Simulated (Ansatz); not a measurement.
## NaPd: from a trial structure to a relaxed crystal

Level of theory: Ansatz 0.2.0, DFT PBE, scalar-relativistic, plane waves, PAW. Cutoff 420 eV, Γ-centred k mesh, Gaussian smearing, no spin polarisation in the final step.

The start is a random cell of NaPd with space group P-62m (No. 189), drawn with lower limits on the distances.

```yaml
crystal:
  lattice:
    - [5.18488, 0.00000, 0.00000]
    - [-2.59244, 4.49024, 0.00000]
    - [0.00000, 0.00000, 4.73553]
  atoms:
    - { symbol: Na, position: [0.25000, 0.00000, 0.00000] }
    - { symbol: Na, position: [0.00000, 0.25000, 0.00000] }
    - { symbol: Na, position: [0.75000, 0.75000, 0.00000] }
    - { symbol: Pd, position: [0.25000, 0.00000, 0.50000] }
    - { symbol: Pd, position: [0.00000, 0.25000, 0.50000] }
    - { symbol: Pd, position: [0.75000, 0.75000, 0.50000] }
```

Cell and atoms relax at zero pressure; the relaxation can't lower the symmetry of the start. After a coarse first stage the cell is made exact in the group found at 0.06 Å.

Energies over the elements count from the elements' standard structures at the same level, with no empirical corrections.

**Question.** What does it relax into?

**Answer.** It ends in P6/mmm (No. 191). Conventional cell: a = 2.859 Å, c = 5.359 Å. Around Na lie 2 Pd at 2.68 Å and 6 Na at 2.86 Å; around Pd lie 2 Na at 2.68 Å and 6 Pd at 2.86 Å.

```xyz
2
Lattice="2.8593 0.0000 0.0000 -1.4297 2.4762 0.0000 0.0000 0.0000 5.3589" Properties=species:S:1:pos:R:3 pbc="T T T"
Na    0.0000    0.0000    0.0000
Pd    0.0000    0.0000    2.6795
```

**Question.** What are its volume, energy, density and gap?

**Answer.** The volume per atom is 18.97 Å³. The density is 5.66 g/cm³. The energy over the elements is 0.14 eV/atom. The gap on the 24×24×10 mesh is 0 eV (a metal).

The final run used a 24×24×10 mesh on its 2-atom cell and 0.10 eV smearing. The k mesh leaves about 4 meV/atom of noise in metals. Symmetry constrained the relaxation, so the result can be a saddle point. The steps took roughly 4 core-minutes in all.